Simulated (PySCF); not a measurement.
Species: C₂H₇O₂P.
Atom-mapped SMILES: `[CH3:1][P:2]([CH3:3])(=[O:4])[OH:5]` (hydrogens: H6, H7, H8 on C1; H9, H10, H11 on C3; H12 on O5)

Geometry (GFN2-xTB, Å), atoms numbered from 1 in this order:
```xyz
12
C2H7O2P angstrom
C      1.0277   -0.0279   -1.1843
P      0.2640    0.2489    0.4543
C     -1.1798   -0.8710    0.5430
O      1.1781    0.2025    1.6021
O     -0.4075    1.7137    0.3065
H      0.3035    0.1413   -1.9738
H      1.8592    0.6646   -1.2902
H      1.4042   -1.0454   -1.2315
H     -1.6753   -0.7080    1.4969
H     -1.8676   -0.6702   -0.2712
H     -0.8340   -1.8991    0.4957
H     -0.0715    2.2500    1.0264
```

Method used: TDDFT CAM-B3LYP/def2-SVPD, vertical, gas phase, core orbitals frozen in the response (PySCF).

Transition dipole moments from the ground state, in atomic units and in the frame of the coordinates above (overall signs are arbitrary), for the states with f of 0.002 or more among the lowest 7:

| state | E (eV) | μx | μy | μz |
| --- | --- | --- | --- | --- |
| S1 | 7.471 | 0.436 | 0.167 | -0.340 |
| S2 | 7.845 | -0.120 | 0.526 | 0.113 |
| S3 | 8.084 | 0.189 | 0.075 | -0.147 |
| S4 | 8.570 | -0.200 | -0.081 | 0.150 |
| S5 | 8.693 | -0.096 | 0.058 | -0.089 |
| S6 | 8.786 | -0.121 | -0.052 | 0.088 |
| S7 | 8.959 | -0.121 | -0.032 | -0.157 |

Q: Work out the oscillator strengths.

A: f = (2/3) ΔE |μ|² with ΔE in hartree (27.2114 eV).

| state | \|μ\|² (au) | \|μ\| (D) | f |
| --- | --- | --- | --- |
| S1 | 0.334 | 1.47 | 0.061 |
| S2 | 0.304 | 1.40 | 0.058 |
| S3 | 0.063 | 0.64 | 0.012 |
| S4 | 0.069 | 0.67 | 0.015 |
| S5 | 0.021 | 0.36 | 0.004 |
| S6 | 0.025 | 0.40 | 0.005 |
| S7 | 0.040 | 0.51 | 0.009 |

Q: The point group is Cs. Which irreducible representation does each state belong to?

A: From a totally symmetric ground state, an allowed state transforms like the component of the dipole operator along its μ. Polarised normal to the mirror plane, so A″: S1, S3, S4 and S6. Polarised in the mirror plane, so A′: S2, S5 and S7.

Q: What angle do the transition dipoles of S2 and S3 make?

A: |cos θ| = |μa·μb| / (|μa| |μb|) = 0.00, so θ ≈ 90° (taken between 0 and 90°, since the signs are arbitrary).

Q: What peak molar absorption coefficient would the strongest computed level give as a lone Gaussian band 0.3 eV wide at half height?

A: ε(max) = 2.175×10⁸ f / FWHM, with the width in cm⁻¹. S1: 2.175×10⁸ × 0.0611 / 2420 ≈ 5500 L mol⁻¹ cm⁻¹.

The run took 40 s wall (with the writing of density and orbital grids) on one thread, x86-64 server, no GPU, on a shared host.

One conformer stands for the species.
